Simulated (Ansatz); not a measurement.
**Fluorite SrCl2**

These are HSE06 (Ansatz, an electronic-structure program, plane waves, PAW) values and carry that method's errors.

Settings: plane-wave cutoff 500 eV, 6×6×6 k mesh, gaussian smearing 0.02 eV, scalar-relativistic PAW data made under PBE.

Cell: relaxed at this level.

```
Property                                              Value
------------------------------  ---------------------------
volume per atom                               28.67 Å³/atom
equilibrium lattice constant a                      7.007 Å
band gap                        6.57 eV (on the SCF k mesh)
```

Measured, for comparison: band gap 7.5 eV (temperature not stated, not corrected to a static lattice; as tabulated in Aguado et al. (1999), arXiv:cond-mat/9901145); equilibrium volume per atom 28.27 Å³/atom, lattice constant a 6.974 Å (room temperature, not corrected to a static lattice; as tabulated in Kanchana et al., Calculated structural, elastic and electronic properties of …). Computed (rounded) less measured: equilibrium volume per atom +1.4 %, lattice constant a +0.5 %.

Spin–orbit coupling is not included.

Static lattice: no zero-point or thermal effects.
